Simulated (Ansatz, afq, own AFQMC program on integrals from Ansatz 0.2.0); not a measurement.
AFQMC on a folder of integrals that Ansatz 0.2.0 wrote.

```yaml
crystal:
  periodic: [false, false, false]
  atoms:
    - {symbol: S, position_ang: [-0.527614, 2.607731, 1.177205]}
    - {symbol: H, position_ang: [0.783314, 2.917369, 1.041595]}
basis:
  gaussian: {orbitals: def2-SVP}
magnetization: {spin_polarized: true, initial_magnetization: 1}
correlation: {method: ccsd_t, electrons: outside_noble_gas, hamiltonian_folder: ham}
```

```sh
$ ansatz run in.yaml --threads 1 --pin off --events-out ev --progress --plain --max-ram 24576MiB --backend cuda --devices 0, --max-vram 18GiB
```

afq runs on the folder ham with

```
--method free --trial cisd --walkers 4000 --time-step 0.03 --max-blocks 4000 --target-error 0.00019 --factor-cut 1e-05 --seed 6313 --times 0,0.3,0.6,1.2,1.8,2.4,3.6,4.8,6 --taylor-order 8
```

Times are imaginary, in 1/Eh. The walk had a cap of 61 s.

Log:

```
orbitals 18  electrons 4 3  factors 116 of 213
reference energy -397.95990824 Eh
CCSD correlation -0.13143081 Eh in 9 cycles, weight of the determinant in the CISD state 0.9390
repeat  energy at the last time / Eh  error
    10  -398.094044  0.000058
    20  -398.094062  0.000042
    30  -398.094095  0.000033
time / (1/Eh)  energy / Eh  error  mean overlap
  0.00  -398.091344  0.000008  1.0650
  0.30  -398.093044  0.000013  1.0639
  0.60  -398.093629  0.000015  1.0651
  1.20  -398.093958  0.000016  1.0663
  1.80  -398.094026  0.000021  1.0677
  2.40  -398.094077  0.000021  1.0683
  3.60  -398.094071  0.000023  1.0747
  4.80  -398.094123  0.000027  1.0744
  6.00  -398.094098  0.000032  1.0767
energy -398.094098 +/- 0.000032 Eh
```

The run passed its tests (error under three times the target), which doesn't prove that it has relaxed.

Against this walk (error 0.9 meV) on the same determinant: CCSD(T) 15.4 meV higher, CCSDT(Q) 1.4 meV higher (within the noise), CCSDTQ 1.1 meV higher (within the noise), full CI (a separate run on its own orbitals, whose frozen core shifts it by up to a few meV) 1.3 meV higher (within the noise). The error is statistical, and a free projection of finite length keeps a remainder of its start.

Cautions: remainder of the start not in the error; full CI with its own frozen core.

The walk took 16 s on 1 × NVIDIA H100 80GB HBM3 with 1 thread of AMD EPYC 7R13 Processor (Zen 3), with other jobs on the host (the card was shared). The log's last line is the free-projection energy.

CCSDT and higher add their correlation energy to the determinant of the CCSD(T) run, since their own runs factorise the integrals more tightly (a shift of under 2 meV). A walk keeps the symmetry of its determinant, which the program's search chose and which needn't be the lowest solution, so a lower state of the same spin and another symmetry isn't excluded.
